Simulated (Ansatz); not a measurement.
A nudged elastic band was laid between two geometries of BClH₅N (8 atoms, charge 0, multiplicity 1).

Method: Ansatz 0.2.0, RKS PBE/def2-SVP.

```json
{
 "movable images": "9",
 "climbing image": "yes",
 "spring": "5.0 eV/Å²",
 "optimiser": "quadratic models (default)",
 "start path": "through a guess of the saddle point",
 "force threshold": "0.05 eV/Å",
 "iteration limit": "60",
 "end points": "relaxed"
}
```

First end point:

```xyz
8
Properties=species:S:1:pos:R:3
B -0.043 -0.110 0.227
H -0.602 0.636 1.022
H 1.168 0.046 0.124
Cl -0.907 -0.184 -1.425
N -0.248 -1.617 0.833
H -1.248 -1.871 0.797
H 0.259 -2.319 0.274
H 0.072 -1.686 1.811
```

Last end point:

```xyz
8
Properties=species:S:1:pos:R:3
B 0.217 -0.660 -0.783
H -0.706 -0.202 3.360
H 1.366 -0.278 -0.838
Cl -0.970 -0.005 -1.934
N -0.181 -1.606 0.166
H -1.137 -1.956 0.242
H 0.474 -2.018 0.831
H -0.610 -0.380 2.618
```

Task: What changes between the two ends?

Result: Bonds broken: B1–H2, N5–H8. Bonds formed: H2–H8. BClH5N becomes BClH3N + H2.

Task: What energy profile does the band end with?

Result: The run converged. The highest image is number 3 of 0 to 10, 1.55 eV above the first end and 1.53 eV above the last; the last end lies 0.01 eV above the first. A vibrational analysis at the climbing image gives one clearly imaginary mode, 1179i cm⁻¹: a first-order saddle point. The orbitals stay closed-shell, which can raise the energy where a bond breaks towards radicals; this wasn't checked here.

| image | path coordinate (Å) | energy (eV) | B1–H2 (Å) | N5–H8 (Å) | H2–H8 (Å) |
| --- | --- | --- | --- | --- | --- |
| 0 | 0.00 | 0.00 | 1.23 | 1.03 | 2.54 |
| 1 | 0.64 | 0.05 | 1.23 | 1.03 | 2.34 |
| 2 | 1.27 | 0.51 | 1.25 | 1.04 | 1.69 |
| 3 | 1.91 | 1.55 | 1.40 | 1.41 | 1.01 |
| 4 | 2.47 | 0.84 | 1.88 | 1.94 | 0.79 |
| 5 | 3.03 | 0.25 | 2.41 | 2.39 | 0.77 |
| 6 | 3.59 | 0.08 | 2.91 | 2.77 | 0.77 |
| 7 | 4.15 | 0.04 | 3.44 | 2.92 | 0.77 |
| 8 | 4.71 | 0.03 | 3.77 | 2.87 | 0.77 |
| 9 | 5.27 | 0.02 | 4.02 | 2.80 | 0.77 |
| 10 | 5.83 | 0.01 | 4.27 | 2.77 | 0.77 |

Task: What is the geometry of the highest image?

Result: 
```xyz
8
Properties=species:S:1:pos:R:3:forces:R:3
B 0.010 -0.375 0.161 0.00 0.00 0.01
H -0.488 0.340 1.258 0.00 -0.01 0.00
H 1.181 -0.046 0.162 0.00 0.00 0.00
Cl -1.006 0.141 -1.255 0.00 0.00 0.00
N -0.226 -1.807 0.721 -0.01 0.00 0.00
H -1.105 -2.252 0.443 0.00 0.00 0.00
H 0.559 -2.463 0.695 0.00 0.01 0.00
H -0.474 -0.642 1.476 0.01 0.00 -0.02
```

Task: What are the harmonic wavenumbers there?

Result: 1179i, 268, 349, 599, 665, 723, 863, 957, 1022, 1088, 1184, 1259, 1485, 1952, 2121, 2547, 3467, 3577 cm⁻¹.

Run time: 6 min on 1 thread of AMD EPYC 7R43 64-Core Processor (Zen 3), with other jobs on the host, peak memory 0.14 GiB.
